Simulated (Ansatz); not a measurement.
Ansatz (a quantum-chemistry and plane-wave program) input (RI-MP2/aug-cc-pVQZ):
A basis named .json is the Basis Set Exchange file of that set.

Ansatz 0.2 input:
```yaml
crystal:
  periodic: [false, false, false]
  atoms:
    - {symbol: C, position_ang: [-0.24585069, -0.34108038, 1.22837570]}
    - {symbol: N, position_ang: [-0.18927909, 0.50905008, 0.02327978]}
    - {symbol: C, position_ang: [0.24394995, -0.21855779, -1.14733787]}
    - {symbol: H, position_ang: [0.75943835, -0.40606839, 1.70778042]}
    - {symbol: H, position_ang: [-0.90844575, 0.14663035, 1.96438018]}
    - {symbol: H, position_ang: [0.42185334, 1.33248557, 0.10013528]}
    - {symbol: H, position_ang: [1.23256580, -0.71731054, -1.04485805]}
    - {symbol: H, position_ang: [0.30621961, 0.45653183, -2.02146417]}
    - {symbol: H, position_ang: [-0.47527326, -1.01779037, -1.35515913]}
basis:
  gaussian:
    orbitals: aug-cc-pVQZ
    fitting: {mean_field: def2-universal-jkfit, correlation: aug-cc-pVQZ-RIFIT.json}
total_charge: -1
magnetization: {spin_polarized: false}
correlation: {method: mp2, electrons: outside_noble_gas}
```

End of the output:

```
integrals: 0.83 GiB planned
335 factors; integrals over basis functions are off by at most 4.2e0 eV
mean field: 1.90 GiB planned
mean field evaluation 1: about -3633.7290 eV, gradient 2.4e1 eV
mean field evaluation 2: about -3635.3908 eV, gradient 1.0e1 eV
mean field evaluation 4: about -3635.7161 eV, gradient 7.0e-1 eV
mean field evaluation 8: about -3635.7224 eV, gradient 1.7e-6 eV
mean field -3635.72237488 eV, -133.6103328959 hartree, gradient 1.7e-6 eV, S^2 0.000000; 0 other end points of the search recorded, 0 dependent functions left out
3 core orbitals not correlated
984 factors; their error is unknown
reference -3635.72237488 eV, -133.6103328959 hartree; 10, 10 occupied and 503, 503 virtual orbitals, 984 factors
second order -17.38357750 eV of doubles, -0.00000000 eV of singles
Total energy: -3653.10595238 eV, -134.2491675860 hartree
```

It need not be the lowest isomer of its formula. Whether it binds its extra electron was not tested at this geometry.
